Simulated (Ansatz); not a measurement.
Mixing energy, order and entropy in Nb₂Cu₄Rh₇Au₃

All numbers below come from Ansatz 0.2.0, DFT PBEsol, scalar-relativistic, plane waves, PAW.

Settings: cutoff 420 eV, Γ-centred mesh 6×6×6 on the computed 16-atom cell, Gaussian smearing of 0.10 eV; no spin polarisation.

Cells of 16 atoms on a fcc lattice, 7 Rh, 4 Cu, 3 Au, 2 Nb, each occupation relaxed without symmetry on a coarser mesh and computed once more. α is the first-shell Warren–Cowley parameter of unlike pairs (negative: unlike neighbours in excess, 0: random), given as its mean and root mean square over the pairs, since a mean near 0 can hide order that cancels. ΔH counts from the elements in their standard crystals.

```
cell mean α  rms α  ΔH (meV/atom) V (Å³/atom) rms shift from sites (Å)
   1   -0.03   0.05            -62        14.25                      0.09
   2   -0.13   0.20            -76        14.20                      0.10
   3   -0.02   0.08            -89        14.20                      0.10
```

Weigh the mixing energy against the ideal entropy.

Ideal mixing gives S = −k_B Σ x ln x = 1.282 k_B per atom (10.7 J/(mol K)), worth 110 meV/atom at 1000 K. The cell nearest to random, 1, has ΔH = -62 meV/atom. It is already below the pure elements, so the rivals are ordered compounds, not the elements: strong attraction usually means ordering on cooling. ΔH includes the cost of putting the elements on this lattice where they prefer another, and what the coarser relaxation leaves, which can only raise it; vibrational entropy is left out.

The final mesh leaves forces up to 0.08 eV/Å and stresses up to 0.3 GPa.

Spin–orbit coupling is left out, which can shift energies with elements as heavy as these.

Cost: 6 runs of about 2.3 core-hours in all (earlier runs that led there not counted), on Arm Neoverse N1 (shared hosts).